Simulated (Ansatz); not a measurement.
# How far each method lies from full CI for HMgP, triplet

Geometry: a point of a stretch scan, not a stationary point.

```xyz
3

P     0.0000    0.0000    2.3505
Mg    0.0000    0.0000   -0.1118
H     0.0000    0.0000   -2.2388
```

Basis 6-31G; Ansatz 0.2.0. Only valence electrons are correlated (noble-gas cores frozen), which leaves 8 electrons in 18 orbitals. R marks a restricted (for open shells ROHF) determinant, U an unrestricted one. Active spaces: valence = (8e, 9o) chosen from the atoms' valence shells; pair = (4e, 4o) about the gap. The metal's outer-core shells are frozen, which leaves out core–valence correlation.

Full CI is exact within this basis and frozen core; it isn't the basis-set limit. The frozen core follows each run's orbitals, which can shift R against U totals by a few meV.

For open shells CISD and CISDTQ are restricted-active-space CI with the open shells as a complete middle space.

The UHF ⟨S²⟩ is 2.028, the T1 diagnostic (RCCSD) is 0.0263 and the largest doubles amplitude (RCCSD) is 0.075. The T1 diagnostic (UCCSD) is 0.0226.

| level | E − E(full CI) (meV) | share of correlation (%) | wall time |
| --- | --- | --- | --- |
| RHF | 1829 | 0.00 | – |
| UHF | 1771 | 3.17 | – |
| RMP2 | 578 | 68.42 | – |
| UMP2 | 570 | 68.86 | – |
| CISD | 119 | 93.50 | 0.87 s |
| RCCSD | 52 | 97.17 | – |
| UCCSD | 51 | 97.23 | – |
| RCCSD(T) | 19 | 98.98 | 1.4 s |
| UCCSD(T) | 18 | 98.99 | 1.4 s |
| BCCD(T) | 19 | 98.95 | 1.1 s |
| RCCSDT | 2 | 99.87 | – |
| UCCSDT | 2 | 99.88 | – |
| CISDTQ | 3 | 99.85 | 4.3 s |
| RCCSDT(Q) | 1 | 99.96 | 3.3 s |
| UCCSDT(Q) | 0 | 99.98 | 3.1 s |
| RCCSDTQ | 0 | 100.00 | 26 s |
| UCCSDTQ | 0 | 100.01 | 26 s |
| CASSCF (pair space) | 1243 | 32.04 | – |
| NEVPT2 (pair space) | 392 | 78.55 | 0.81 s |
| CASSCF (valence space) | 571 | 68.78 | – |
| NEVPT2 (valence space) | 171 | 90.64 | 3.4 s |
| MRCISD (valence space) | 21 | 98.85 | – |
| MRCISD+Q (valence space) | 11 | 99.40 | 4.7 s |
| MRCISD+Q(relaxed) (valence space) | -2 | 100.09 | 6 s |

The correlation energy at full CI, counted from RHF, is -1.829 eV. That run took 12 s on 1 thread of Intel Xeon, shared host over 2,340,352 determinants.

Times hold each run's SCF and search for its determinant on a shared host, so for small cases they say little of a method's own cost; they ran on 1 thread of Intel Xeon. Some runs computed forces too.

The full-CI state has the irrep A2 of C2v, in the program's axes (one component, if the state is degenerate).

Natural occupations of full CI about the gap: 1.981 1.952 1.919 0.994 0.994 0.085 0.025 0.012 0.012 0.009; effectively unpaired electrons, Σ n²(2−n)², 2.07.
